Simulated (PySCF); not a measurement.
**What an electron can do to HCl**

PBE in PySCF with aug-pcseg-1 on every atom, for the lowest determinant that a PBE0 search found; no spin–orbit coupling.

```csv
species,state (unpaired electrons),Re (Å),ωe (cm⁻¹),energy of the minimum from the neutral (eV),De (eV),dissociates to
HCl,singlet (closed shell),1.302,2882,0.00,4.53,H + Cl
HCl⁺,doublet (π ↑),1.348,2564,12.72,4.83,H + Cl⁺
```

Task: Work out the lowest energy to break HCl into atoms, from its vibrational ground state.

Result: D0 = De − ωe/2 = 4.53 − 0.18 = 4.35 eV (PBE/aug-pcseg-1).

Task: Work out the ionisation energy of the Cl atom at this level and the threshold of dissociative ionisation.

Result: IE(Cl) = 12.72 + 4.83 − 4.53 = 13.02 eV, so H + Cl⁺ + e⁻ appears at D0 + IE(Cl) = 17.37 eV (PBE/aug-pcseg-1). The measured IE(Cl) is 12.968 eV (NIST ASD).

These are thermodynamic thresholds; the onsets seen under electron impact lie higher where the geometry changes, and cross-sections peak well above them.

For an ion De counts to the pair picked by the measured ionisation energies or electron affinities, which need not be the lowest pair at this level. States were picked by a PBE0 search and need not be the measured ground states.
